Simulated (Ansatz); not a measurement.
# B₂H₂ (triplet): the correlation ladder at scale of all distances = 2.023, 6-31G

Aim: climb from Hartree-Fock through coupled cluster and multireference methods for B₂H₂ (triplet) at one geometry and basis, and see what each rung misses.

Method: 6-31G, core rule «outside noble gas», up to 2 orbitals frozen; program: Ansatz 0.2.0, Gaussian basis.

Plan: UHF; CCSD(T) on ROHF; CCSD(T) on UHF; BCCD(T) on ROHF; CISD; CCSDT(Q) on ROHF; CCSDT(Q) on UHF; CISDTQ; CASSCF and MRCISD+Q, 4 electrons in 4 orbitals; CASSCF and NEVPT2, 4 electrons in 4 orbitals; CASSCF and MRCISD+Q, 8 electrons in 10 orbitals; CASSCF and MRCISD+Q(relaxed), 8 electrons in 10 orbitals; CASSCF and NEVPT2, 8 electrons in 10 orbitals; Full CI; Full CI in the symmetry of the determinant.

11 further runs of the same task are left out: 2 for a mislabelled method, 5 that didn't finish, 4 set aside as unsound or not needed.

### Step 1. The system

The geometry derives from a PBE0/def2-TZVP stationary point (not a proven minimum). All distances are scaled together.

4 atoms, charge 0, spin multiplicity 3.

Atoms are counted from 1 here; the program's logs count them from 0.

No contacts short enough for the rule that draws bonds.

Geometry (Å):

```xyz
4

B     0.0000    0.0000    1.3668
B     0.0000    0.0000   -1.8398
H     0.0000    2.1198    2.5368
H     0.0000   -2.1198    2.5368
```

### Step 2. UHF

File in.yaml:

```yaml
crystal:
  periodic: [false, false, false]
  atoms:
    - {symbol: B, position_ang: [0.000000, 0.000000, 1.366795]}
    - {symbol: B, position_ang: [0.000000, 0.000000, -1.839825]}
    - {symbol: H, position_ang: [0.000000, 2.119837, 2.536822]}
    - {symbol: H, position_ang: [0.000000, -2.119837, 2.536822]}
basis:
  gaussian: {orbitals: 6-31G}
magnetization: {spin_polarized: true, initial_magnetization: 2}
hamiltonian: {xc: hf}
output: {orbitals: {seedname: orbitals}}
```

Started as:

```bash
ansatz run in.yaml --threads 1 --pin off --events-out ev --progress --plain --max-ram 2393MiB
```

After this run come: CCSD(T) on ROHF; CCSD(T) on UHF; BCCD(T) on ROHF; CISD; CCSDT(Q) on ROHF; CCSDT(Q) on UHF; CISDTQ; CASSCF and MRCISD+Q, 4 electrons in 4 orbitals; CASSCF and NEVPT2, 4 electrons in 4 orbitals; CASSCF and MRCISD+Q, 8 electrons in 10 orbitals; CASSCF and MRCISD+Q(relaxed), 8 electrons in 10 orbitals; CASSCF and NEVPT2, 8 electrons in 10 orbitals; Full CI; Full CI in the symmetry of the determinant.

Before running them: what should the planned runs give, taken together? Wanted: FCI below the RHF energy; UMP2 from FCI; UCCSD(T) from FCI; UCCSDT(Q) from FCI; NEVPT2 pair from FCI; NEVPT2 valence from FCI; MRCISD+Q valence from FCI; T1 diagnostic; effectively unpaired electrons.

As calculated:

| quantity | value |
| --- | --- |
| FCI below the RHF energy | -4.2590 eV |
| UMP2 from FCI | +39.41 kcal/mol |
| UCCSD(T) from FCI | +1.79 kcal/mol |
| UCCSDT(Q) from FCI | +0.07 kcal/mol |
| NEVPT2 pair from FCI | +30.30 kcal/mol |
| NEVPT2 valence from FCI | +4.94 kcal/mol |
| MRCISD+Q valence from FCI | +0.17 kcal/mol |
| levels within 1 kcal/mol (43 meV) | UCCSDT, UCCSDT(Q), MRCISD valence, MRCISD+Q valence, MRCISD+Q(relaxed) valence |
| T1 diagnostic | 0.073 |
| effectively unpaired electrons | 2.81 |

In words: UCCSD(T) misses by +1.79 kcal/mol, 1.8 % of the correlation energy. MRCISD+Q(relaxed) valence falls below full CI: the +Q correction isn't variational, and the cores differ from full CI's. The occupations show strong static correlation (2.8 unpaired electrons where one determinant has 2). Coupled cluster on one determinant still stays close here. Of the multireference levels listed MRCISD+Q(relaxed) valence comes nearest in total energy (-0.11 kcal/mol), which doesn't show that its space is the better one. The lowest state has another symmetry than the determinant, whose own symmetry lies 0.03 eV higher, so single-reference misses include that gap. Coupled cluster took another determinant than the lowest Hartree-Fock one. These misses are within one basis, not against nature; the frozen cores of restricted and unrestricted runs differ, which can shift their rows.
